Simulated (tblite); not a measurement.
Species: C₄H₈N (doublet state).
Z-matrix (Å and degrees, GFN2-xTB geometry), rows numbered from 1:
```
C 
C   1  1.3684
C   2  1.3793  1  124.77
C   3  1.4898  2  124.05  1  -177.17
N   4  1.4649  3  112.58  2   113.33
H   1  1.0762  2  121.18  3     0.99
H   1  1.0745  2  121.54  3  -178.51
H   2  1.0841  1  118.04  3   178.97
H   3  1.0820  2  119.15  1    -2.06
H   4  1.0928  3  110.64  2    -6.89
H   4  1.0960  3  110.83  2  -127.13
H   5  1.0151  4  110.16  3    61.00
H   5  1.0154  4  109.77  3   -57.15
```

Computed values, GFN2-xTB/tblite, gas phase, harmonic and unscaled. This tight-binding method is rough: wavenumbers can miss measured ones by several per cent, in bad cases by 10 to 20. One conformer, not necessarily the lowest. Open shells enter through the occupations alone, without spin polarisation, and single modes of such species can be off by tens of per cent.

Harmonic wavenumbers (cm⁻¹): 51.1, 160.3, 238.1, 316.7, 392.4, 490.9, 533.4, 720.9, 768.9, 866.4, 923.7, 961.6, 987.0, 1042.5, 1069.2, 1144.4, 1241.1, 1264.0, 1291.6, 1298.8, 1328.9, 1454.0, 1464.2, 1499.8, 1565.8, 2920.2, 2970.9, 3039.8, 3060.8, 3111.9, 3149.1, 3379.1, 3410.0.

A = 18275, B = 2279, C = 2232 MHz; mass 70.066 u (most abundant isotopes); point group C1, symmetry number 1; spin multiplicity 2.

Task: Zero-point energy?

Result: ½Σν̃ = 24059 cm⁻¹ = 287.80 kJ/mol.

Task: Give the ideal-gas entropy at 298.15 K and 1 bar in the rigid-rotor, harmonic-oscillator model (classical rotation).

Result: Translation 161.85, rotation 107.32, vibration 59.10, spin (R ln 2) 5.76: S = 334.0 J/(mol K).

Task: And Cp and H(298.15 K) − H(0)?

Result: Cp = 102.38 J/(mol K), of which vibrations give 69.12 (their classical limit is 33 R = 274.4); H(298.15 K) − H(0) = 19.51 kJ/mol without the zero-point energy, 9.60 from vibrations.

Task: How do the functions run with temperature in this model?

Result: 
```json
{"T (K)": "150", "S (J/(mol K))": "278.5", "Cp (J/(mol K))": "64.8", "H − H(0) (kJ/mol)": "7.22", "G − H(0) (kJ/mol)": "-34.56", "ln q(vib)": "1.39"}
{"T (K)": "250", "S (J/(mol K))": "317.2", "Cp (J/(mol K))": "89.4", "H − H(0) (kJ/mol)": "14.90", "G − H(0) (kJ/mol)": "-64.40", "ln q(vib)": "2.62"}
{"T (K)": "400", "S (J/(mol K))": "368.0", "Cp (J/(mol K))": "129.6", "H − H(0) (kJ/mol)": "31.34", "G − H(0) (kJ/mol)": "-115.85", "ln q(vib)": "4.59"}
{"T (K)": "600", "S (J/(mol K))": "429.2", "Cp (J/(mol K))": "172.5", "H − H(0) (kJ/mol)": "61.81", "G − H(0) (kJ/mol)": "-195.68", "ln q(vib)": "7.36"}
{"T (K)": "900", "S (J/(mol K))": "507.6", "Cp (J/(mol K))": "214.1", "H − H(0) (kJ/mol)": "120.30", "G − H(0) (kJ/mol)": "-336.57", "ln q(vib)": "11.49"}
```

q(vib) and H(0) count from the zero-point level.

Task: What must be added to the electronic energy to get the Gibbs energy at 298.15 K and 1 bar?

Result: ZPE + [H(298.15 K) − H(0)] − T·S = 287.80 + 19.51 − 99.59 = 207.72 kJ/mol.

Task: Blend soft modes into free rotors: weight 1/[1 + (100 cm⁻¹/ν̃)⁴] for the oscillator and the rest for a rotor with moment μB/(μ + B), μ = h/(8π²ν), B = 10⁻⁴⁴ kg m². What vibrational entropy results?

Result: 54.16 J/(mol K) in place of 59.10, which changes −T·S at 298.15 K by +1.47 kJ/mol.

Hindered rotation and anharmonicity are outside this model. Other conformers, if any are populated, would add a mixing term that is left out. The structure is chiral; the term R ln 2 for an equal mix with its mirror image is left out.

On one thread, Arm Neoverse V1 (aarch64), on a shared host, this took 0.22 s wall. This covers the Hessian and the dipole derivatives.
